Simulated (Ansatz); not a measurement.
A first, cheap relaxation of HN, SMILES `[NH]` (triplet).

```yaml
crystal:
  periodic: [false, false, false]
  atoms:
    - {symbol: N, position_ang: [0.000000, 0.000000, 0.000000]}
    - {symbol: H, position_ang: [0.000000, 0.000000, 1.036210]}
basis:
  gaussian: {orbitals: def2-SVP}
magnetization: {spin_polarized: true, initial_magnetization: 2}
hamiltonian: {xc: pbe, dispersion: d4}
relax: {f_tol: 0.03, max_steps: 200}
```

```sh
$ ansatz run in.yaml --threads 2 --pin off --events-out ev --progress --plain --max-ram 22528MiB --backend cpu
```

Output, abridged:

```
Functional definition: PBE
mean field -1499.39716628 eV, -55.1018295331 hartree, gradient 3.2e-6 eV, S^2 2.004419; 0 other end points of the search recorded, 0 dependent functions left out
relax step   1: F+E_penalty+E_count = -1499.39945894 eV  Δ(F+E_penalty+E_count) = +0.000e0 eV  max|allowed force component| = 8.995e-1 eV/Å  Δτ_max = 0.0000 Å  (22 SCF iters, accepted)
mean field -1499.40671876 eV, -55.1021805801 hartree, gradient 2.0e-5 eV, S^2 2.004547; 0 other end points of the search recorded, 0 dependent functions left out
relax step   2: F+E_penalty+E_count = -1499.40902952 eV  Δ(F+E_penalty+E_count) = -9.571e-3 eV  max|allowed force component| = 2.802e-1 eV/Å  Δτ_max = 0.0082 Å  (21 SCF iters, accepted)
mean field -1499.40782029 eV, -55.1022210605 hartree, gradient 9.5e-6 eV, S^2 2.004611; 0 other end points of the search recorded, 0 dependent functions left out
relax step   3: F+E_penalty+E_count = -1499.41013936 eV  Δ(F+E_penalty+E_count) = -1.110e-3 eV  max|allowed force component| = 1.425e-2 eV/Å  Δτ_max = 0.0038 Å  (22 SCF iters, accepted)
mean field -1499.40782029 eV, -55.1022210605 hartree, gradient 9.5e-6 eV, S^2 2.004611; 1 other end points of the search recorded, 0 dependent functions left out
Total energy: -1499.41015362 eV, -55.1023068088 hartree
Atom 0 at     0.000000     0.000000    -0.011985 Å, force    -0.000000     0.000000    -0.014250 eV/Å
Atom 1 at    -0.000000    -0.000000     1.048195 Å, force     0.000000    -0.000000     0.014250 eV/Å
Dipole moment:    -0.000000     0.000000     0.315262 e Å
```

It took 0.5 s on 2 threads of an AMD EPYC 7R13 on a shared host, with 0.15 GiB of host memory at the peak.
